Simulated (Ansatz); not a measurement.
# The cluster H2Au2+: the relaxed shape and its frontier levels

What does the cluster H2Au2+ look like as a doublet, and where do its frontier electrons sit?

Program: Ansatz 0.2.0, Gaussian basis. Level of theory: UKS PBE0-D4/def2-TZVP. These are calculated values, not measurements.

Plan: relaxation at PBE-D4/def2-TZVP; a single point at PBE0-D4/def2-TZVP.

1 further run of the same task is left out (set aside as unsound or not needed).

## 1. Starting geometry

4 atoms, charge 1, spin multiplicity 2.

Atoms are counted from 1 here; the program's logs count them from 0.

Bond lengths: Au1–Au2 2.755 Å, Au1–H4 1.443 Å, Au2–H3 1.443 Å. Angles: Au2–Au1–H4 105.8°, Au1–Au2–H3 105.0°.

As a file:

| atom | x (Å) | y (Å) | z (Å) |
| --- | --- | --- | --- |
| Au1 | -0.6586 | -1.1158 | 0.4580 |
| Au2 | 0.6445 | 1.0862 | -0.5647 |
| H3 | -0.3536 | 2.1281 | -0.6019 |
| H4 | 0.3677 | -2.0986 | 0.7086 |

Au takes a core potential in the def2 sets. No spin-orbit coupling is included. The ion is computed in the gas phase, without counter-ions or solvent.

The start is a GFN2-xTB geometry.

## 2. Relaxation at PBE-D4/def2-TZVP

in.yaml

```yaml
crystal:
  periodic: [false, false, false]
  atoms:
    - {symbol: Au, position_ang: [-0.658610, -1.115760, 0.457960]}
    - {symbol: Au, position_ang: [0.644490, 1.086230, -0.564730]}
    - {symbol: H, position_ang: [-0.353570, 2.128110, -0.601860]}
    - {symbol: H, position_ang: [0.367700, -2.098590, 0.708630]}
basis:
  gaussian: {orbitals: def2-TZVP}
total_charge: 1
magnetization: {spin_polarized: true, initial_magnetization: 1}
hamiltonian: {xc: pbe, dispersion: d4}
scf: {omitted_lower_state_checks: [starts]}
output: {orbitals: {seedname: orbitals}}
relax: {f_tol: 0.02, max_steps: 100}
```

Run with:

```
$ ansatz run in.yaml --threads 4 --pin off --events-out ev --progress --plain --max-ram 3916MiB
```

After this run come: Single point, PBE0-D4/def2-TZVP.

Before running them: what should the planned runs give, taken together? Wanted: point group; commonest bond, hydrogen aside; HOMO, LUMO at PBE0-D4/def2-TZVP; ⟨S²⟩.

**Answer**, as computed:

```
                                         quantity                            value
                                      point group                               C2
                   commonest bond, hydrogen aside  Au–Au, 1 of mean length 2.654 Å
HOMO, LUMO at PBE0-D4/def2-TZVP (over both spins)                -12.90, -10.40 eV
                                             ⟨S²⟩                            0.761
```

What this shows: The molecule keeps its bonding pattern by the stored test; the atoms moved 0.17 Å (rms), and the angle Au2–Au1–H4 went from 106° to 94°. No usable vibrations, so a minimum isn't proven. Whether this spin is the lowest isn't tested here.
